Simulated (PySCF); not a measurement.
Potential energy of CN along the bond

Set-up: PySCF, no relativity, basis sets C def2-TZVP, N def2-TZVP. Energies in eV from C + N in their ground configurations at the same level. All curves are PBE0. state 1: ²Σ⁺ (doublet), unpaired electrons σ ↑; state 2: ²Π (doublet), unpaired electrons π ↑, a second solution, started from another occupation; state 3: quartet, unpaired electrons σ ↑, π ↑↑, a mixture of terms (⟨Lz²⟩ = 2.0), a second solution, started from another occupation; state 4: ⁶Σ⁺ (sextet), unpaired electrons σ ↑, π ↑↑↑↑, a second solution, started from another occupation.

```csv
R (Å),state 1,state 2,state 3,state 4
0.999,-5.617,-3.105,3.508,12.4946
1.046,-6.781,-4.705,1.425,9.4122
1.092,-7.439,-5.756,-0.086,6.9910
1.127,-7.676,-6.262,-0.920,5.5298
1.162,-7.742,-6.579,-1.549,4.3139
1.197,-7.671,-6.742,-2.009,3.3092
1.243,-7.415,-6.768,-2.407,2.2444
1.301,-6.907,-6.576,-2.644,1.2603
1.371,-6.127,-6.120,-2.659,0.4652
1.464,-4.957,-5.298,-2.401,-0.1370
```

Task: Put a parabola through the three lowest points of the state 1 curve and estimate Re, k and ωe (reduced mass 6.462 u; 1 eV/Å² = 0.16022 mdyn/Å; ωe = 1302.8·√(k/μ) cm⁻¹).

Result: Through R = 1.127, 1.162, 1.197 Å the second-order coefficient is 55.9 eV/Å², so Re ≈ 1.161 Å, k ≈ 17.9 mdyn/Å and ωe ≈ 2169 cm⁻¹. A polynomial fit of higher order to the unrounded PBE0 energies gives Re = 1.160 Å, k = 18.2 mdyn/Å, ωe = 2184 cm⁻¹; anharmonicity and rounding make the difference.

The higher-order fit for each curve: state 1: Re = 1.160 Å, ωe = 2184 cm⁻¹, De = 7.74 eV; state 2: Re = 1.226 Å, ωe = 1888 cm⁻¹, minimum 6.78 eV below the ground-state fragments; state 3: Re = 1.339 Å, ωe = 1417 cm⁻¹, minimum 2.68 eV below the ground-state fragments; state 4: Re = 1.661 Å, ωe = 659 cm⁻¹, minimum 0.479 eV below the ground-state fragments.

The state was picked by a PBE0 search and need not be the measured ground state.
